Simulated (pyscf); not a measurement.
**Four-centre exchange: Cl–BH–Cl + NH₃ → HCl + H₂N–BH–Cl**

Gas phase, singlet surface, charge 0. Bonds broken: Cl1–B2, N5–H6. Bonds formed: Cl1–H6, B2–N5. PySCF, gas phase, ωB97X-D3(BJ)/def2-SVP geometries. Correlated levels are frozen-core, on RHF or UHF. ΔMP2 is the change of the MP2 total energy from the triple- to the quadruple-zeta basis.

Transition state (Å):

```xyz
8

Cl    -0.0749     1.7254     1.4159
B     -0.0261     0.0059    -0.3489
Cl     1.6642    -0.4136    -0.5967
H     -0.6510     0.5859    -1.1891
N     -0.7639    -0.7926     0.6913
H     -0.6249     0.3016     1.4204
H     -1.7377    -1.0088     0.4858
H     -0.2690    -1.5987     1.0704
```

One imaginary mode, 1144i cm⁻¹; descent along it reached the two sides named, in the forms told below.

```csv
bond,change,reactant side (Å),saddle,product side
Cl1–B2,breaks,1.846,2.465,3.6
N5–H6,breaks,1.025,1.322,2.152
Cl1–H6,forms,2.8,1.526,1.291
B2–N5,forms,1.629,1.505,1.402
```

Electronic energies relative to the separated reactants (eV):

```
level                             barrier  reaction energy  reverse barrier
--------------------------------  -------  ---------------  ---------------
ωB97X-D3(BJ)/def2-TZVP               0.19            -0.48             0.67
PBE/def2-TZVP                        0.04            -0.48             0.51
r²SCAN/def2-TZVP                     0.05            -0.49             0.53
B3LYP-D3(BJ)/def2-TZVP               0.13            -0.53             0.66
PBE0-D3(BJ)/def2-TZVP                0.03            -0.50             0.54
M06-2X/def2-TZVP                     0.14            -0.54             0.68
ωB97M-D3(BJ)/def2-TZVP               0.18            -0.53             0.71
HF/def2-TZVP                         0.74            -0.55             1.30
MP2/def2-QZVPP                       0.19            -0.47             0.66
CCSD/def2-TZVPP                      0.37            -0.52             0.89
CCSD(T)/def2-TZVPP                   0.29            -0.50             0.79
CCSD(T)/def2-TZVPP + ΔMP2(QZVPP)     0.27            -0.50             0.77
```

With CCSD(T)/def2-TZVPP + ΔMP2(QZVPP) energies and thermal terms (ideal gas, 1 atm, RRHO with modes under 100 cm⁻¹ raised to 100, one conformer, R ln 2 for chiral ones without a mode under 150 cm⁻¹), in eV:

```csv
T (K),ΔH‡,ΔG‡,ΔH,ΔG
298,0.20,0.66,-0.53,-0.52
600,0.21,1.12,-0.52,-0.51
900,0.25,1.57,-0.50,-0.50
1200,0.28,2.01,-0.48,-0.51
```

On the reactant side the descent ends in an adduct with a B–N contact (not fully relaxed), 1.25 eV under the separated species and 1.44 eV under the saddle at ωB97X-D3(BJ)/def2-TZVP. What is counted as formed (B–N) is already present as a longer contact in the reactant adduct; forming that adduct is a step of its own. One saddle was located; it need not be the lowest between these sides. The CCSD(T) − MP2 part came from Ansatz, without density fitting, on the same reference.
